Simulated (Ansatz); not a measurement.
Geometry optimisation, RKS BLYP/def2-SVP in Ansatz.

input.yaml

```yaml
crystal:
  periodic: [false, false, false]
  atoms:
    - { symbol: Si, position_ang: [-0.079389, 0.196815, 0.184766] }
    - { symbol: "N", position_ang: [-0.036575, 0.080468, 1.985009] }
    - { symbol: H, position_ang: [-0.960551, 0.158198, 2.430691] }
    - { symbol: H, position_ang: [0.582291, 0.762768, 2.440981] }
    - { symbol: H, position_ang: [1.319091, 0.362607, -0.306145] }
    - { symbol: H, position_ang: [-0.865247, 1.405938, -0.277743] }
    - { symbol: H, position_ang: [-0.807287, -0.990167, -0.370759] }
    - { symbol: O, position_ang: [1.341375, -2.256421, 0.74363] }
    - { symbol: H, position_ang: [0.597152, -2.870751, 0.585325] }
    - { symbol: H, position_ang: [1.081839, -1.838754, 1.607244] }
basis:
  gaussian: { orbitals: def2-SVP }
hamiltonian:
  xc: blyp
relax:
  f_tol: 0.03
  max_steps: 50
```

Command:

```bash
$ ansatz run input.yaml --threads 2 --pin off --max-ram 3072MiB --backend cpu --events-out ev --progress --plain --runs-dir out
```

**Question.** Where does it end, and by what steps?

**Answer.** It converged. After 8 steps the energy has fallen by 0.113 eV; O8 moved furthest, 0.35 Å.

| step | energy less start (eV) | largest force component (eV/Å) | accepted |
| --- | --- | --- | --- |
| 0 | 0.0000 | 0.498 | yes |
| 1 | -0.0109 | 1.559 | yes |
| 2 | -0.0782 | 1.069 | yes |
| 3 | -0.0399 | 0.696 | no |
| 4 | -0.1080 | 0.298 | yes |
| 5 | -0.1109 | 0.082 | yes |
| 6 | -0.1045 | 0.384 | no |
| 7 | -0.1122 | 0.033 | yes |
| 8 | -0.1125 | 0.018 | yes |

```xyz
10
Properties=species:S:1:pos:R:3
Si -0.142 0.340 0.111
N 0.005 -0.011 1.848
H -0.875 -0.110 2.369
H 0.621 0.620 2.376
H 1.238 0.459 -0.446
H -0.884 1.618 -0.196
H -0.915 -0.781 -0.511
O 1.437 -2.411 1.041
H 0.691 -3.019 0.864
H 0.998 -1.695 1.567
```

The run took 12 s on 2 threads of Arm Neoverse V2, on a shared host, peak memory 0.12 GiB.
